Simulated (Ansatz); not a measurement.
```yaml
crystal:
  periodic: [false, false, false]
  atoms:
    - {symbol: C, position_ang: [0.275580, 0.738679, -0.493368]}
    - {symbol: C, position_ang: [-0.105643, -0.638266, -0.015383]}
    - {symbol: O, position_ang: [0.358507, -0.941336, 1.242443]}
    - {symbol: Xx, position_ang: [-1.922489, -0.794735, -0.093203]}
    - {symbol: H, position_ang: [-0.085220, 0.913158, -1.506671]}
    - {symbol: H, position_ang: [-0.156509, 1.501772, 0.158956]}
    - {symbol: H, position_ang: [1.364130, 0.832513, -0.478517]}
    - {symbol: H, position_ang: [0.258386, -1.420820, -0.679023]}
    - {symbol: H, position_ang: [0.101857, -0.237163, 1.847665]}
basis:
  gaussian: {orbitals: def2-SVP}
hamiltonian: {xc: {name: rPW86-PBE}, dispersion: d3bj}
accuracy: high
output: {forces: true}
```

```sh
$ ansatz run in.yaml --threads 2 --pin off --events-out ev --progress --plain --max-ram 4352MiB
```

Shortened log:

```
Error: YAML parse error: error: line 7 column 16: `Xx` is not an element symbol (H … Og, case-exact)
 --> <input>:7:16
5 |     - {symbol: C, position_ang: [-0.105643, -0.638266, -0.015383]}
6 |     - {symbol: O, position_ang: [0.358507, -0.941336, 1.242443]}
7 |     - {symbol: Xx, position_ang: [-1.922489, -0.794735, -0.093203]}
8 |     - {symbol: H, position_ang: [-0.085220, 0.913158, -1.506671]}
9 |     - {symbol: H, position_ang: [-0.156509, 1.501772, 0.158956]}
```

(1) What is wrong with this run?

## Answers

(1) An element symbol is wrong. The input was rejected before any iteration.
